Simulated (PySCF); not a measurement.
Spectrum to structure. Method: TDDFT B3LYP/def2-SVPD, vertical, gas phase, core orbitals frozen in the response in PySCF. Geometries: PBE0-D3(BJ)/def2-SVP, one conformer each.

```json
{"state": "S1", "E (eV)": "6.74", "f": "0.080"}
{"state": "S2", "E (eV)": "6.82", "f": "0.166"}
{"state": "S3", "E (eV)": "7.27", "f": "0.057"}
{"state": "S4", "E (eV)": "7.45", "f": "0.014"}
{"state": "S5", "E (eV)": "7.63", "f": "0.0006"}
{"state": "S6", "E (eV)": "7.81", "f": "0.039"}
{"state": "S7", "E (eV)": "7.88", "f": "0.022"}
{"state": "S8", "E (eV)": "8.10", "f": "0.025"}
{"state": "S9", "E (eV)": "8.31", "f": "0.074"}
{"state": "S10", "E (eV)": "8.34", "f": "0.019"}
```

Question: Which candidate is it? All have the formula C4H4FN.
A. `C/C=C(/F)C#N`
B. `C=C(C#N)CF`
C. `C=C[C@H](F)C#N`
D. `C/C=C(\F)C#N`

Answer: C. Its S1, at 6.74 eV, is the highest among the candidates; the nearest of the others has S1 at 6.24 eV. S1 is HOMO-1→LUMO (64%), HOMO→LUMO (21%). Löwdin shares by element: HOMO carbon 76% or more, nitrogen 4% (atoms not listed hold the other 20%); LUMO carbon 63% or more, nitrogen 11% (atoms not listed hold the other 26%). At the same level the other candidates give, for their lowest levels:
- `C/C=C(\F)C#N`: 5.94 eV (f 0.001); 6.08 eV (f 0.438); 6.71 eV (f 0.000); 7.00 eV (f 0.001); 7.56 eV (f 0.010); T1 3.65 eV; HOMO -7.81, LUMO -1.75 eV
- `C/C=C(/F)C#N`: 5.92 eV (f 0.004); 5.98 eV (f 0.346); 6.70 eV (f 0.000); 7.15 eV (f 0.000); 7.49 eV (f 0.011); T1 3.60 eV; HOMO -7.80, LUMO -1.81 eV
- `C=C(C#N)CF`: 6.24 eV (f 0.294); 6.30 eV (f 0.001); 6.68 eV (f 0.001); 7.25 eV (f 0.008); 7.26 eV (f 0.051); T1 3.74 eV; HOMO -8.18, LUMO -1.95 eV

Conformer computed: `[CH2:1]=[CH:2][C@H:3]([F:4])[C:5]#[N:6]`: C1–C2–C3–F4 -123°.
Triplets come from the Tamm–Dancoff approximation.
